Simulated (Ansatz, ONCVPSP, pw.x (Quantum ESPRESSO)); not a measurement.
**pw.x on bcc Rh: one setting changed**

Potential: optimised norm-conserving Vanderbilt (ONCV), ONCVPSP 4.0.1, PBEsol; core [Ar] 3d10, reference 4s2 4p6 4d7; waves: 4s: rc 1.70 bohr, ncon 4, nbas 7, qcut 7.2 1/bohr, 2 projectors, debl 3.3 Ha; 4p: rc 1.75 bohr, ncon 4, nbas 7, qcut 6.7 1/bohr, 2 projectors, debl 4 Ha; 4d: rc 1.75 bohr, ncon 3, nbas 8, qcut 8.4 1/bohr, 1 projector; local part: polynomial inside 1.30 bohr (lpopt 3, dvloc0 3 Ha); core correction: Teter function, fcfact 4.25, rcfact 1.7. In the s channel the program set the typed energies aside and used -3.799, 0.050 Ha.

The reference run (k-mesh 15³, cutoffs 70/280 Ry, Fermi–Dirac 0.01 Ry, mixing_beta 0.4, conv_thr 1e-9, no spin) gives 0.93 GPa at 13.942 Å³/atom, where all-electron LAPW gives -0.07 GPa. This run, with its own iteration cap, changes nspin = 2 with starting_magnetization to 0.5.

```
&control
  calculation='scf', prefix='x', pseudo_dir='./', outdir='./tmp', tstress=.true., disk_io='none'
/
&system
  ibrav=0, nat=1, ntyp=1, ecutwfc=70, ecutrho=280, nbnd=17,
  occupations='smearing', smearing='fd', degauss=0.01, nspin=2, starting_magnetization(1)=0.5
/
&electrons
  conv_thr=1e-09, mixing_beta=0.4, electron_maxstep=60
/
ATOMIC_SPECIES
Rh 1.0 Rh.UPF
CELL_PARAMETERS angstrom
  -1.51619489 1.51619489 1.51619489
  1.51619489 -1.51619489 1.51619489
  1.51619489 1.51619489 -1.51619489
ATOMIC_POSITIONS crystal
Rh 0.0000 0.0000 0.0000
K_POINTS automatic
15 15 15 0 0 0
```

```bash
pw.x < Rh.scf.in > Rh.scf.out
```

How does the run end?

It converges in 17 iterations; the free energy moves by +0.0 meV/atom and the pressure by +0.00 GPa. The result is that of the reference run.

```
Message from routine setup:
     using ibrav=0 with symmetry is DISCOURAGED, use correct ibrav instead
     lattice parameter (alat)  =       4.9627  a.u.
     unit-cell volume          =      94.0853 (a.u.)^3
     number of electrons       =        17.00
     number of Kohn-Sham states=           17
     kinetic-energy cutoff     =      70.0000  Ry
     charge density cutoff     =     280.0000  Ry
     scf convergence threshold =      1.0E-09
     Exchange-correlation= PBESOL
     atomic species   magnetization
     number of k points=   120  Fermi-Dirac smearing, width (Ry)=  0.0100
     iteration #  1     ecut=    70.00 Ry     beta= 0.40
     total energy              =    -239.58040038 Ry
     estimated scf accuracy    <       6.50863859 Ry
     total magnetization       =     2.05 Bohr mag/cell
     absolute magnetization    =     2.07 Bohr mag/cell
     iteration #  2     ecut=    70.00 Ry     beta= 0.40
     total energy              =    -240.53631328 Ry
     estimated scf accuracy    <       0.35572087 Ry
     total magnetization       =     1.88 Bohr mag/cell
     absolute magnetization    =     1.99 Bohr mag/cell
     iteration #  3     ecut=    70.00 Ry     beta= 0.40
     total energy              =    -240.63157138 Ry
     estimated scf accuracy    <       0.09571010 Ry
     total magnetization       =     1.64 Bohr mag/cell
     absolute magnetization    =     1.73 Bohr mag/cell
     iteration #  4     ecut=    70.00 Ry     beta= 0.40
     total energy              =    -240.65278405 Ry
     estimated scf accuracy    <       0.02476267 Ry
     total magnetization       =     0.89 Bohr mag/cell
     absolute magnetization    =     0.94 Bohr mag/cell
     iteration #  5     ecut=    70.00 Ry     beta= 0.40
     total energy              =    -240.64352174 Ry
     estimated scf accuracy    <       0.00356107 Ry
     total magnetization       =     0.71 Bohr mag/cell
     absolute magnetization    =     0.75 Bohr mag/cell
     iteration #  6     ecut=    70.00 Ry     beta= 0.40
     total energy              =    -240.66202155 Ry
     estimated scf accuracy    <       0.00396776 Ry
     total magnetization       =    -0.23 Bohr mag/cell
     absolute magnetization    =     0.24 Bohr mag/cell
     [... 5 iterations left out ...]
     iteration # 12     ecut=    70.00 Ry     beta= 0.40
     total energy              =    -240.66380046 Ry
     estimated scf accuracy    <       0.00000323 Ry
     total magnetization       =     0.08 Bohr mag/cell
     absolute magnetization    =     0.08 Bohr mag/cell
     iteration # 13     ecut=    70.00 Ry     beta= 0.40
     total energy              =    -240.66386551 Ry
     estimated scf accuracy    <       0.00000092 Ry
     total magnetization       =     0.02 Bohr mag/cell
     absolute magnetization    =     0.02 Bohr mag/cell
     iteration # 14     ecut=    70.00 Ry     beta= 0.40
     total energy              =    -240.66386486 Ry
     estimated scf accuracy    <       0.00000007 Ry
     total magnetization       =     0.01 Bohr mag/cell
     absolute magnetization    =     0.01 Bohr mag/cell
     iteration # 15     ecut=    70.00 Ry     beta= 0.40
     total energy              =    -240.66386693 Ry
     estimated scf accuracy    <       0.00000001 Ry
     total magnetization       =     0.00 Bohr mag/cell
     absolute magnetization    =     0.00 Bohr mag/cell
     iteration # 16     ecut=    70.00 Ry     beta= 0.40
     total energy              =    -240.66386668 Ry
     estimated scf accuracy    <       0.00000002 Ry
     total magnetization       =     0.00 Bohr mag/cell
     absolute magnetization    =     0.00 Bohr mag/cell
     iteration # 17     ecut=    70.00 Ry     beta= 0.40
     the Fermi energy is    21.8815 ev
!    total energy              =    -240.66386698 Ry
     estimated scf accuracy    <          9.3E-10 Ry
     smearing contrib. (-TS)   =      -0.00937237 Ry
     The total energy is F=E-TS. E is the sum of the following terms:
     one-electron contribution =     -50.95242536 Ry
     hartree contribution      =      38.95600057 Ry
     xc contribution           =     -45.12096908 Ry
     ewald contribution        =    -183.53710074 Ry
     total magnetization       =    -0.00 Bohr mag/cell
     absolute magnetization    =     0.00 Bohr mag/cell
     convergence has been achieved in  17 iterations
          total   stress  (Ry/bohr**3)                   (kbar)     P=        9.31
     Message from routine punch:
     Nothing written, as per user request (disk_io='none')
```

The run took about 75 s on one core of a shared host (Intel(R) Xeon(R) Platinum 8488C, 96 threads, 744 GiB, load 47).
